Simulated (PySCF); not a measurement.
disilane (H6Si2), SMILES [SiH3][SiH3]. Geometry optimised at PBE-D3(BJ)/def2-TZVP.

Computed with PBE-D3(BJ)/def2-TZVP in PySCF.

Harmonic wavenumbers (cm⁻¹): 133, 348, 348, 419, 602, 602, 803, 872, 900, 900, 914, 914, 2148, 2154, 2161, 2161, 2171, 2171. Rotational constants (GHz): 42.43, 5.027, 5.027; symmetry number 6.

### Question
Work out the zero-point energy and the ideal-gas rigid-rotor harmonic-oscillator thermochemistry at 298.15 K and 1 atm.

### Answer
ZPE = ½ Σ hcν = ½ × 20720 cm⁻¹ = 123.94 kJ/mol. H − E(el) = 140.05 kJ/mol. Entropy in J/(mol K): translation 160.26, rotation 82.26, vibration 33.26, total 275.78. G − E(el) = 57.82 kJ/mol. Cp = 82.41 J/(mol K). Modes under 150 cm⁻¹ make the vibrational entropy uncertain.
